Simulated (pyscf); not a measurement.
Optimised with ωB97X-D3(BJ)/def2-SVP in PySCF.

**Question.** PBE/def2-TZVP puts the barrier of `[OH2]` + `[F][W]([F])([F])([F])([F])[Cl]` → `[OH][W]([F])([F])([F])([F])[F]` + `[ClH]` (four-centre exchange; singlet surface; H–O, Cl–W broken, O–W, Cl–H formed) at 17.0 kcal/mol and the reaction energy at -2.7 kcal/mol, from the separated reactants. What do r²SCAN/def2-TZVP, M06-2X/def2-TZVP, ωB97M-D3(BJ)/def2-TZVP give on the same structures?

**Answer.** r²SCAN: ΔE‡ = 14.7 kcal/mol, ΔE = -3.8 kcal/mol; M06-2X: ΔE‡ = 15.5 kcal/mol, ΔE = -6.2 kcal/mol; ωB97M-D3(BJ): ΔE‡ = 18.6 kcal/mol, ΔE = -5.9 kcal/mol. PBE's barrier lies among them. Its reaction energy lies over all of them, by 1.1 to 3.6 kcal/mol. On the reactant side the descent ends in an adduct with a O–W contact, 1.3 kcal/mol over the separated species and 18.6 kcal/mol under the saddle at ωB97X-D3(BJ)/def2-TZVP. What is counted as formed (O–W) is already present as a longer contact in the reactant adduct; forming that adduct is a step of its own. One saddle was located; it need not be the lowest between these sides. Elements past Kr carry the def2 core potentials, without spin-orbit coupling.
